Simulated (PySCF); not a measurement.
# SiCl at other levels of theory

What do other methods print for SiCl?

The runs use PySCF 2.14.0; method and basis as typed in the scripts.

1 further run of the same task is left out (it didn't finish).

## 1. The starting structure

SiCl: 2 atoms, charge 0, spin multiplicity 2.

Bond lengths: Si1–Cl2 1.877 Å.

## 2. Base script

Input file input.py:

```python
from pyscf import gto, scf

mol = gto.M(
    atom='Si 0 0 0; Cl 0 0 1.877',
    basis='jorge-dzp',
    charge=0,
    spin=1,
    verbose=4,
)
mf = scf.UHF(mol)
mf.kernel()
mf.dip_moment()
print('orbital energies (hartree):', [e[max(0, n-3):n+3].round(4) for e, n in zip(mf.mo_energy, mol.nelec)])
```

The run is started by

```bash
$ OMP_NUM_THREADS=1 python input.py
```

## 3. MP2

Variant 1 changes step after the SCF: none → mp2; frozen orbitals: none → 10.

input.py, as its differences from that of step 2:

```diff
@@ -1,2 +1,2 @@
-from pyscf import gto, scf
+from pyscf import gto, scf, mp
 
@@ -11,2 +11,3 @@
 mf.kernel()
+mp.MP2(mf, frozen=10).kernel()
 mf.dip_moment()
```

## 4. Scan (UKS)

Variant 2 changes functional: none (Hartree–Fock) → scan; SCF type: UHF → UKS; step after the SCF: none → analyze.

Input file input.py:

```python
from pyscf import gto, dft

mol = gto.M(
    atom='Si 0 0 0; Cl 0 0 1.877',
    basis='jorge-dzp',
    charge=0,
    spin=1,
    verbose=4,
)
mf = dft.UKS(mol, xc='scan')
mf.kernel()
mf.analyze()
print('orbital energies (hartree):', [e[max(0, n-3):n+3].round(4) for e, n in zip(mf.mo_energy, mol.nelec)])
```

## 5. RHF

Variant 3 changes SCF type: UHF → RHF.

Input file input.py:

```python
from pyscf import gto, scf

mol = gto.M(
    atom='Si 0 0 0; Cl 0 0 1.877',
    basis='jorge-dzp',
    charge=0,
    spin=1,
    verbose=4,
)
mf = scf.RHF(mol)
mf.kernel()
mf.dip_moment()
print('orbital energies (hartree):', mf.mo_energy[..., max(0, mol.nelec[1]-3):mol.nelec[0]+3].round(4))
```

## 6. Population analysis

Variant 4 changes step after the SCF: none → analyze.

input.py, as its differences from that of step 2:

```diff
@@ -11,3 +11,3 @@
 mf.kernel()
-mf.dip_moment()
+mf.analyze()
 print('orbital energies (hartree):', [e[max(0, n-3):n+3].round(4) for e, n in zip(mf.mo_energy, mol.nelec)])
```

What does the calculation give? Wanted: for each run, E(SCF); from base; gap, α spin; SCF dipole; after the SCF.

As calculated:

| run | E(SCF) (hartree) | from base (eV) | cycles | gap, α spin (eV) | SCF dipole (D) | after the SCF |
| --- | --- | --- | --- | --- | --- | --- |
| base | -748.405816 | 0 | 11 | 7.90 | 0.14 | n/a |
| MP2 | -748.405816 | 0.0000 | 11 | 7.90 | 0.14 | MP2 correlation -5.491 eV, core frozen |
| scan (UKS) | -749.700835 | not comparable | 14 | 0.58 | 0.43 | n/a |
| RHF | -748.401404 | +0.1201 | 9 | n/a | 0.17 | n/a |
| population analysis | -748.405816 | 0.0000 | 11 | 7.90 | 0.14 | n/a |

In words: A lower total energy from another functional means nothing by itself. The dearest run is “scan (UKS)”, at 7.2 s against 1.1 s.
